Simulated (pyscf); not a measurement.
H₃C–InH₂ (SMILES [CH3][InH2]) + HF (SMILES F) -> CH₄ (SMILES C) + F–InH₂ (SMILES [F][InH2]) (four-centre exchange; singlet surface; C–In, F–H broken, C–H, F–In formed). Single points on ωB97X-D3(BJ)/def2-SVP structures (PySCF, gas phase). Correlated levels are frozen-core, on RHF or UHF. ΔMP2 is the change of the MP2 total energy from the triple- to the quadruple-zeta basis. Energies in kcal/mol from the separated reactants.

```json
[
 {"level": "PBE/def2-TZVP", "barrier": "-1.1", "reaction energy": "-27.8"},
 {"level": "PBE0-D3(BJ)/def2-TZVP", "barrier": "?", "reaction energy": "-25.5"},
 {"level": "M06-2X/def2-TZVP", "barrier": "0.8", "reaction energy": "-27.8"},
 {"level": "ωB97M-D3(BJ)/def2-TZVP", "barrier": "3.3", "reaction energy": "-26.9"},
 {"level": "CCSD/def2-TZVPP", "barrier": "8.2", "reaction energy": "-23.5"},
 {"level": "CCSD(T)/def2-TZVPP", "barrier": "6.0", "reaction energy": "-23.2"},
 {"level": "CCSD(T)/def2-TZVPP + ΔMP2(QZVPP)", "barrier": "?", "reaction energy": "?"}
]
```

Problem. Some entries are withheld; supply them.

Solution. 
- PBE0-D3(BJ)/def2-TZVP, barrier: 1.4
- CCSD(T)/def2-TZVPP + ΔMP2(QZVPP), barrier: 5.3
- CCSD(T)/def2-TZVPP + ΔMP2(QZVPP), reaction energy: -24.1

On the reactant side the descent ends in an adduct with a F–In contact, 6.8 kcal/mol under the separated species and 9.3 kcal/mol under the saddle at ωB97X-D3(BJ)/def2-TZVP. On the product side the descent ends in a complex, 4.3 kcal/mol under the separated species and 33.0 kcal/mol under the saddle at ωB97X-D3(BJ)/def2-TZVP. At PBE the saddle lies under the separated reactants, which points to a path from their complex (located at ωB97X-D3(BJ) alone). What is counted as formed (F–In) is already present as a longer contact in the reactant adduct; forming that adduct is a step of its own. At ωB97X-D3(BJ)/def2-TZVP the barrier from the zero used here is 2.5 kcal/mol. One saddle was located; it need not be the lowest between these sides. The CCSD(T) − MP2 part came from Ansatz, without density fitting, on the same reference. The frozen core leaves the outer d or s,p core shells of the metals and heavy elements correlated in the MP2 and CC values, and def2-TZVPP describes them poorly, which can shift differences by a few kcal/mol. Elements past Kr carry the def2 core potentials, without spin-orbit coupling.
